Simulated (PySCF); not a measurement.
## Diamond-structure Si

All values below come from Hartree–Fock (GTH pseudopotentials, Gaussian basis; PySCF).

Cell: measured lattice: a = b = c = 5.430 Å, α = β = γ = 90.00°.

```json
{
  "band_gap": "6.76 eV ± 0.2",
  "smallest_direct_gap_on_the_k_points_sampled": "9.41 eV ± 0.2"
}
```

Note: cell and atoms aren't relaxed at this level.

A ± is a rough bar: the spread of an extrapolation, a floor set from checks against published values, or a statistical error.

Static lattice: no zero-point or thermal effects.

It cost roughly 50 core-minutes of CPU time.
